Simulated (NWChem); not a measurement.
The numbers come from NWChem runs, not from measurements. System: S, charge 0, spin multiplicity 3. Its SCF solution wasn't tested for a lower state. Level: UM06-2X/cc-pVQZ.

Output (cleaned and shortened):

```
             Northwest Computational Chemistry Package (NWChem) 7.3.0
             --------------------------------------------------------

                                NWChem Input Module
                                -------------------

 Scaling coordinates for geometry "geometry" by  1.889725989
 (inverse scale =  0.529177249)

                             Geometry "geometry" -> ""
                             -------------------------

 Output coordinates in angstroms (scale by  1.889725989 to convert to a.u.)

  No.       Tag          Charge          X              Y              Z
 ---- ---------------- ---------- -------------- -------------- --------------
    1 S                   16.0000     0.00000000     0.00000000     0.00000000

 Effective nuclear repulsion energy (a.u.)       0.0000000000

            Nuclear Dipole moment (a.u.)
            ----------------------------
        X                 Y               Z
 ---------------- ---------------- ----------------
     0.0000000000     0.0000000000     0.0000000000

      Symmetry information
      --------------------

 Group name             D2h
 Group number             26
 Group order               8
 No. of unique centers     1

      Symmetry unique atoms

     1


 Summary of "ao basis" -> "" (spherical)
 ------------------------------------------------------------------------------
       Tag                 Description            Shells   Functions and Types
 ---------------- ------------------------------  ------  ---------------------
 *                          cc-pvqz                   on all atoms

                                 NWChem DFT Module
                                 -----------------

 Summary of "ao basis" -> "ao basis" (spherical)
 ------------------------------------------------------------------------------
       Tag                 Description            Shells   Functions and Types
 ---------------- ------------------------------  ------  ---------------------
 S                          cc-pvqz                 17       59   6s5p3d2f1g

 Summary of "ao basis" -> "ao basis" (spherical)
 ------------------------------------------------------------------------------
       Tag                 Description            Shells   Functions and Types
 ---------------- ------------------------------  ------  ---------------------
 S                          cc-pvqz                 17       59   6s5p3d2f1g

      Symmetry analysis of basis
      --------------------------

        ag         15
        au          2
        b1g         5
        b1u         9
        b2g         5
        b2u         9
        b3g         5
        b3u         9

            General Information
            -------------------
          SCF calculation type: DFT
          Wavefunction type:  spin polarized.
          No. of atoms     :     1
          No. of electrons :    16
           Alpha electrons :     9
            Beta electrons :     7
          Charge           :     0
          Spin multiplicity:     3
          Use of symmetry is: on ; symmetry adaption is: on
          Maximum number of iterations: 100
          AO basis - number of functions:    59
                     number of shells:    17
          Convergence on energy requested:  1.00D-06
          Convergence on density requested:  1.00D-05
          Convergence on gradient requested:  5.00D-04

              XC Information
              --------------
                       M06-2X Method XC Functional
                     Hartree-Fock (Exact) Exchange  0.540
                        M06-2X Exchange Functional  1.000
                      M06-2X Correlation Potential  1.000

             Grid Information
             ----------------
          Grid used for XC integration:  fine
          Radial quadrature: Mura-Knowles
          Angular quadrature: Lebedev.
          Tag              B.-S. Rad. Rad. Pts. Rad. Cut. Ang. Pts.
          ---              ---------- --------- --------- ---------
          S                   1.00      123           6.0       770
          Grid pruning is: on
          Number of quadrature shells:   123
          Spatial weights used:  Erf1

          Convergence Information
[...]
                     b2g               0.0          0.0
                     b2u               2.0          1.0
                     b3g               0.0          0.0
                     b3u               2.0          2.0

                    DFT Final Alpha Molecular Orbital Analysis
                    ------------------------------------------

 Vector    7  Occ=1.000000D+00  E=-3.886573D-01  Symmetry=b1u
              MO Center=  1.1D-33, -2.6D-33, -3.1D-19, r^2= 1.4D+00
   Bfn.  Coefficient  Atom+Function         Bfn.  Coefficient  Atom+Function
  ----- ------------  ---------------      ----- ------------  ---------------
    18      0.524011  1 S  pz                15      0.378519  1 S  pz
    12      0.282639  1 S  pz                21      0.226594  1 S  pz
     9      0.029226  1 S  pz

 Vector    8  Occ=1.000000D+00  E=-3.886573D-01  Symmetry=b2u
              MO Center=  2.7D-32, -6.2D-19,  9.1D-33, r^2= 1.4D+00
   Bfn.  Coefficient  Atom+Function         Bfn.  Coefficient  Atom+Function
  ----- ------------  ---------------      ----- ------------  ---------------
    17      0.524011  1 S  py                14      0.378519  1 S  py
    11      0.282639  1 S  py                20      0.226594  1 S  py
     8      0.029226  1 S  py

 Vector    9  Occ=1.000000D+00  E=-3.480562D-01  Symmetry=b3u
              MO Center= -2.6D-16, -7.1D-17, -2.2D-16, r^2= 1.4D+00
   Bfn.  Coefficient  Atom+Function         Bfn.  Coefficient  Atom+Function
  ----- ------------  ---------------      ----- ------------  ---------------
    16      0.507051  1 S  px                13      0.371574  1 S  px
    10      0.282304  1 S  px                19      0.255537  1 S  px
     7      0.033205  1 S  px

 Vector   10  Occ=0.000000D+00  E= 2.335647D-01  Symmetry=ag
              MO Center=  8.8D-16, -3.9D-16,  1.1D-15, r^2= 3.4D+00
   Bfn.  Coefficient  Atom+Function         Bfn.  Coefficient  Atom+Function
  ----- ------------  ---------------      ----- ------------  ---------------
     5      2.496707  1 S  s                  6     -2.244220  1 S  s
     4     -0.390492  1 S  s                  2     -0.186965  1 S  s
     3      0.107270  1 S  s                 26      0.046507  1 S  d  2
     1     -0.027676  1 S  s                 24     -0.026851  1 S  d  0

 Vector   11  Occ=0.000000D+00  E= 2.442004D-01  Symmetry=b3u
              MO Center= -6.3D-16, -3.0D-18,  3.8D-18, r^2= 5.0D+00
   Bfn.  Coefficient  Atom+Function         Bfn.  Coefficient  Atom+Function
  ----- ------------  ---------------      ----- ------------  ---------------
    19      1.464515  1 S  px                16     -1.093816  1 S  px
    10     -0.525732  1 S  px                 7     -0.409540  1 S  px
    13     -0.027082  1 S  px

 Vector   12  Occ=0.000000D+00  E= 2.445728D-01  Symmetry=b1u
              MO Center=  7.3D-30,  2.2D-31, -1.1D-15, r^2= 5.0D+00
   Bfn.  Coefficient  Atom+Function         Bfn.  Coefficient  Atom+Function
  ----- ------------  ---------------      ----- ------------  ---------------
    21      1.447669  1 S  pz                18     -1.027428  1 S  pz
    12     -0.476087  1 S  pz                 9     -0.353818  1 S  pz
    15     -0.069441  1 S  pz

                     DFT Final Beta Molecular Orbital Analysis
                     -----------------------------------------

 Vector    5  Occ=1.000000D+00  E=-6.222232D+00  Symmetry=b1u
              MO Center= -1.4D-32,  2.9D-34, -3.3D-34, r^2= 6.8D-02
   Bfn.  Coefficient  Atom+Function         Bfn.  Coefficient  Atom+Function
  ----- ------------  ---------------      ----- ------------  ---------------
     9      1.021251  1 S  pz                12      0.027329  1 S  pz

 Vector    6  Occ=1.000000D+00  E=-6.894875D-01  Symmetry=ag
              MO Center= -4.7D-16, -7.8D-18,  2.0D-18, r^2= 9.8D-01
   Bfn.  Coefficient  Atom+Function         Bfn.  Coefficient  Atom+Function
  ----- ------------  ---------------      ----- ------------  ---------------
     5      0.605288  1 S  s                  3      0.569756  1 S  s
     6      0.325220  1 S  s                  4      0.298091  1 S  s

 Vector    7  Occ=1.000000D+00  E=-3.129148D-01  Symmetry=b3u
              MO Center=  4.7D-16,  7.5D-18, -3.3D-19, r^2= 1.5D+00
   Bfn.  Coefficient  Atom+Function         Bfn.  Coefficient  Atom+Function
  ----- ------------  ---------------      ----- ------------  ---------------
    16      0.484762  1 S  px                13      0.343995  1 S  px
    19      0.309932  1 S  px                10      0.293290  1 S  px
     7      0.055329  1 S  px

 Vector    8  Occ=0.000000D+00  E=-1.295337D-01  Symmetry=b2u
              MO Center=  8.7D-18,  4.4D-18,  1.3D-17, r^2= 2.1D+00
   Bfn.  Coefficient  Atom+Function         Bfn.  Coefficient  Atom+Function
  ----- ------------  ---------------      ----- ------------  ---------------
    20      0.533574  1 S  py                17      0.328762  1 S  py
    14      0.298375  1 S  py                11      0.218303  1 S  py

 Vector    9  Occ=0.000000D+00  E=-1.295337D-01  Symmetry=b1u
              MO Center= -2.0D-27,  1.1D-26, -2.2D-18, r^2= 2.1D+00
   Bfn.  Coefficient  Atom+Function         Bfn.  Coefficient  Atom+Function
  ----- ------------  ---------------      ----- ------------  ---------------
    21      0.533574  1 S  pz                18      0.328762  1 S  pz
    15      0.298375  1 S  pz                12      0.218303  1 S  pz

 Vector   10  Occ=0.000000D+00  E= 1.835204D-01  Symmetry=ag
              MO Center= -2.7D-17, -1.8D-16,  4.4D-17, r^2= 3.4D+00
   Bfn.  Coefficient  Atom+Function         Bfn.  Coefficient  Atom+Function
  ----- ------------  ---------------      ----- ------------  ---------------
     5      2.658521  1 S  s                  6     -2.243413  1 S  s
     4     -0.598988  1 S  s                  2     -0.311167  1 S  s
    26      0.271234  1 S  d  2              24     -0.156597  1 S  d  0
     3     -0.086890  1 S  s                 31     -0.081877  1 S  d  2
    29      0.047272  1 S  d  0              36      0.047016  1 S  d  2

   alpha - beta orbital overlaps
   -----------------------------

   alpha      1      2      3      4      5      6      7      8      9     10
    beta      1      2      4      5      3      6      9      8      7     10
 overlap   1.000  1.000  1.000  1.000  1.000  0.999  0.972  0.972  0.999  0.974

   alpha     11     12     13     14     15     16     17     18     19     20
    beta     13     12     11     14     15     17     18     16     19     20
 overlap   0.999  0.971  0.971  0.990  0.990  0.999  0.999  0.972  0.999  0.999

   alpha     21     22     23     24     25     26     27     28     29     30
    beta     26     27     23     24     21     22     25     29     28     30
 overlap   0.989  0.989  1.000  1.000  0.999  0.999  0.999  0.998  0.998  0.994

   alpha     31     32     33     34     35     36     37     38     39     40
    beta     32     33     31     34     39     40     37     38     43     42
 overlap   0.997  0.997  0.999  0.997  1.000  1.000  1.000  1.000  1.000  1.000

   alpha     41     42     43     44     45     46     47     48     49     50
    beta     35     36     41     45     46     52     53     47     48     44
 overlap   1.000  1.000  1.000  0.999  0.999  0.999  0.999  1.000  1.000  0.999

   alpha     51     52     53     54     55     56     57     58     59
    beta     50     51     54     55     49     56     57     58     59
 overlap   1.000  1.000  1.000  1.000  1.000  1.000  1.000  1.000  1.000

     --------------------------
     Expectation value of S2:
     --------------------------
      <S2> =      2.0050 (Exact =     2.0000)

 Task  times  cpu:        2.8s     wall:        2.8s

 Total times  cpu:        2.9s     wall:        2.9s
```

Task: Write an NWChem input that would produce this output.

Result: This is not unique; one that fits is 
```
start mol
memory heap 200 mb stack 900 mb global 1100 mb
geometry units angstroms nocenter noautoz
  S      0.000000     0.000000     0.000000
  symmetry group D2h
end
basis spherical
  * library cc-pvqz
end
dft
  xc m06-2x
  odft
  mult 3
  semidirect memsize 60000000 filesize 0
  iterations 100
  grid fine
end
task dft energy
```
